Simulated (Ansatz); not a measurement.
# PHF2 (singlet): wave-function methods side by side at a displaced geometry (v1), cc-pVDZ

One table from this session's results is given with a row withheld; the runs are named, their logs left out.

Program: Ansatz 0.2.0, Gaussian basis. Level of theory: cc-pVDZ, core rule «outside noble gas», up to 7 orbitals frozen. These are calculated values, not measurements.

Plan: UHF; CCSD(T) on RHF; BCCD(T) on RHF; CISD; CCSDT(Q) on RHF.

18 further runs of the same task are left out: 6 for a known fault of the program, 3 that didn't finish, 9 set aside as unsound or not needed.

## The geometry

The geometry is a PBE0/def2-TZVP stationary point (not a proven minimum) with its atoms shifted at random (size 0.040 Å).

4 atoms, charge 0, spin multiplicity 1.

Atoms are counted from 1 here; the program's logs count them from 0.

Bond lengths: F1–P2 1.606 Å, P2–F3 1.662 Å, P2–H4 1.382 Å. Angles: F1–P2–F3 98.3°, F1–P2–H4 96.4°, F3–P2–H4 94.3°.

The first run:

in.yaml

```yaml
crystal:
  periodic: [false, false, false]
  atoms:
    - {symbol: F, position_ang: [0.035080, 0.466622, 1.228845]}
    - {symbol: P, position_ang: [-0.111253, -0.567029, 0.008726]}
    - {symbol: F, position_ang: [0.082211, 0.509789, -1.242854]}
    - {symbol: H, position_ang: [1.208004, -0.979457, -0.004085]}
basis:
  gaussian: {orbitals: cc-pVDZ}
magnetization: {spin_polarized: true, initial_magnetization: 0}
hamiltonian: {xc: hf}
output: {orbitals: {seedname: orbitals}}
```

Started as:

```
$ ansatz run in.yaml --threads 1 --pin off --events-out ev --progress --plain --max-ram 2393MiB
```

Among the steps run: UHF; CCSD(T) on RHF; BCCD(T) on RHF; CISD; CCSDT(Q) on RHF.

One table of the session follows, with a row left open; its other results are not shown here.

```
   method  from RCCSDT(Q) (kJ/mol)
      RHF                  +1364.1
     RMP2                    +79.1
     CISD                   +161.7
    RCCSD                        ?
 RCCSD(T)                     +4.9
  BCCD(T)                     +4.2
   RCCSDT                     +3.2
RCCSDT(Q)                        0
```

Q: Estimate the row for RCCSD from the others.

As computed: from RCCSDT(Q) (kJ/mol): +30.3. In the column «from RCCSDT(Q) (kJ/mol)» it lies between RCCSD(T) (+4.9) and RMP2 (+79.1).
